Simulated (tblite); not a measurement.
Compound: C4H6NP.
Cartesian coordinates in Å at the GFN2-xTB level; atoms count from 1:
```xyz
12
C4H6NP angstrom
C      2.6509   -0.9409    0.1867
C      1.6240   -0.5757   -0.3217
P      0.1783    0.0163   -1.1903
N      0.0224    1.6037   -0.5914
C     -1.0001   -0.8243   -0.0774
C     -2.0118   -0.2260    0.5289
H      3.5322   -1.2714    0.6561
H      0.2887    1.7345    0.3784
H      0.4528    2.3091   -1.1732
H     -0.8464   -1.8940    0.0061
H     -2.1791    0.8337    0.4234
H     -2.7105   -0.7659    1.1483
```

Method: GFN2-xTB as coded in tblite; computed harmonic values from a numerical Hessian at the method's own geometry, unscaled. The method is semi-empirical: single wavenumbers can be off by several per cent or more. One conformer, not necessarily the lowest.

Harmonic wavenumbers (cm⁻¹): 78.5, 120.4, 167.6, 212.0, 242.0, 329.0, 363.3, 406.8, 558.6, 612.3, 635.7, 655.9, 669.9, 689.0, 835.4, 893.0, 917.6, 996.6, 1011.8, 1240.4, 1392.7, 1473.8, 1657.3, 2188.4, 3030.9, 3082.5, 3111.2, 3357.5, 3377.7, 3445.3.

A = 4602, B = 2170, C = 1764 MHz; mass 99.024 u (most abundant isotopes); point group C1, symmetry number 1.

**Question.** What is the zero-point energy?

**Answer.** Half the sum of the wavenumbers: 18877 cm⁻¹ = 53.97 kcal/mol.

**Question.** What is S at 273.15 K and 1 bar for an ideal gas of classical rigid rotors and harmonic oscillators?

**Answer.** Translation 39.28, rotation 27.04, vibration 17.80: S = 84.1 cal/(mol K).

**Question.** And Cp and H(273.15 K) − H(0)?

**Answer.** Cp = 28.78 cal/(mol K), of which vibrations give 20.83 (their classical limit is 30 R = 59.6); H(273.15 K) − H(0) = 4.95 kcal/mol without the zero-point energy, 2.78 from vibrations.

**Question.** What must be added to the electronic energy to get the Gibbs energy at 273.15 K and 1 bar?

**Answer.** ZPE + [H(273.15 K) − H(0)] − T·S = 53.97 + 4.95 − 22.98 = 35.94 kcal/mol.

**Question.** How do the functions run with temperature in this model?

**Answer.** 
```
 T (K)  S (cal/(mol K))  Cp (cal/(mol K))  H − H(0) (kcal/mol)  G − H(0) (kcal/mol)  ln q(vib)
   150             69.9              19.4                 1.96                -8.52       1.59
   250             81.6              27.2                 4.30               -16.11       3.40
298.15             86.7              30.4                 5.69               -20.16       4.31
   400             96.5              36.1                 9.09               -29.50       6.22
   600            112.7              43.7                17.13               -50.48       9.81
   900            131.8              50.7                31.37               -87.28      14.66
```

q(vib) and H(0) count from the zero-point level.

Hindered rotation and anharmonicity are outside this model. Other conformers, if any are populated, would add a mixing term that is left out. The structure is chiral; the term R ln 2 for an equal mix with its mirror image is left out.
